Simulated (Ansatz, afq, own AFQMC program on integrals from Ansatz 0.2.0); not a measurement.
F, doublet in def2-TZVPP, levels against CCSDTQ

A free F atom.

Basis def2-TZVPP. Only valence electrons are correlated. Ansatz 0.2.0 and our own AFQMC program on the same integrals; the CISD trial comes from CCSD amplitudes, and released means the phaseless constraint is let go. Free AFQMC starts from the CCSD state and is never constrained. Its projection time is finite, and what remains of the start isn't in its error. Uncertainties: one standard error, sampling alone.

Determinant: UHF, the one that the program's search chose, which needn't be the lowest solution.

No full CI on the walks' own integrals is used here; CCSDTQ serves as the reference and is uncertain by about the last step of the cluster series.

```
T1 diagnostic                               : 0.0062
weight of the determinant in the CISD state : 0.964
⟨S²⟩ of the determinant                     : 0.754
size of the correlated space                : 7 electrons in 30 orbitals
```

Reference: CCSDTQ, correlation energy -5.811 eV. The released energy is read at 1.50 1/Eh (meV from the phaseless value at times in 1/Eh: -0.8 ± 1.0 at 0.24, 0.5 ± 1.0 at 0.50, -1.9 ± 1.1 at 1.00, -1.4 ± 1.7 at 1.50).

```tsv
level	E − E(reference) (kJ/mol)	share of correlation (%)
HF	560.7	0.00
MP2	41.4	92.62
CCSD	9.8	98.25
CCSD(T)	0.8	99.86
CCSDT	0.3	99.95
CCSDT(Q)	0.0	100.00
ph-AFQMC/HF	4.2 ± 1.3	99.26
ph-AFQMC/CISD	0.3 ± 0.2	99.95
released AFQMC	0.2 ± 0.2	99.97
free AFQMC	0.2 ± 0.2	99.96
```

CCSDT and higher add their correlation energy to the determinant of the CCSD(T) run, since their own runs factorise the integrals more tightly (a shift of under 2 meV). Free projections are given only where their last times agree within the noise and don't stop above the reference; a slow remainder of the start can still hide under it. A walk keeps the symmetry of its determinant, which the program's search chose and which needn't be the lowest solution, so a lower state of the same spin and another symmetry isn't excluded. Released energies are given only where the last usable release times agree within the noise; a slower fall can still hide under it.
